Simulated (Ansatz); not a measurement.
**Ladder of methods for the elastic constant C44 of hcp Zr**

Reference value: 36.3 GPa (measured, 4 K, zero-point motion not removed; as tabulated in Clouet (2012), arXiv:1210.1082).

Q: Which of these levels comes closest to the reference?
A) r²SCAN+rVV10 (Ansatz (a first-principles code))
B) PBE-D3(BJ) (Ansatz)
C) PBE (Ansatz)
D) LDA (Ansatz)

A: A, r²SCAN+rVV10 (Ansatz)

| level (code) | value (GPa) | cell (Å³/atom) | difference (%) |
|---|---|---|---|
| LDA (Ansatz) | 17.0 | 21.78 | -53 |
| PBE (Ansatz) | 26.6 | 23.39 | -27 |
| PBE-D3(BJ) (Ansatz) | 24.0 | 22.45 | -34 |
| r²SCAN+rVV10 (Ansatz) | 34.1 | 23.27 | -6.1 |

Closest of the ranked levels: r²SCAN+rVV10 (-6.1 %). Among them LDA (-53 %) misses by most. Of the ranked levels only r²SCAN+rVV10 lands within 20 %. All 4 levels lie below the reference. A very large miss is first of all the level's own, though another phase or state, or a fault of the measured value, is possible (LDA).

The measured value isn't corrected to a static lattice, so vibrations enter the comparison.  PBE-D3(BJ): the dispersion coefficients are held fixed in the derivatives. Each level is taken at its own relaxed cell. Cutoffs differ between the levels. Ansatz's density-functional and Hartree–Fock values are scalar-relativistic unless marked +SOC, with PAW data made under PBE.

Differences are worked out from the printed values.
